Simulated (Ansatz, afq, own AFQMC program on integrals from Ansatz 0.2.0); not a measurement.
## Where AFQMC and coupled cluster stand for C, triplet

A free C atom.

Basis aug-cc-pVTZ. Noble-gas cores (and the filled d shells of Ga–Kr and In–Xe) are frozen. AFQMC by an in-house program on the Cholesky factors that Ansatz 0.2.0 writes for its CCSD(T) run. The CISD trial takes its coefficients from CCSD amplitudes. Released means that phaseless walkers are propagated on without the constraint, phases kept. Free AFQMC starts from the CCSD state and is never constrained. Its projection time is finite, and what remains of the start isn't in its error. ± is one standard error of the sampling.

Determinant: UHF, the one that the program's search chose, which needn't be the lowest solution.

Full CI on the same integrals is exact in this basis and with this determinant's frozen core.

- T1 diagnostic: 0.0095
- weight of the determinant in the CISD state: 0.949
- ⟨S²⟩ of the determinant: 2.010
- size of the correlated space: 4 electrons in 45 orbitals

(1) Estimate: order these by the size of their error in total energy against full CI, smallest first.
A. MP2
B. phaseless AFQMC with a CISD trial
C. phaseless AFQMC with the Hartree–Fock trial
D. CCSD(T)

(1) B (0.6 ± 0.07 kJ/mol), D (1.4 kJ/mol), C (13.5 ± 0.9 kJ/mol), A (59.9 kJ/mol).

Reference: full CI, correlation energy -2.464 eV.

A walk keeps the symmetry of its determinant, which the program's search chose and which needn't be the lowest solution, so a lower state of the same spin and another symmetry isn't excluded.
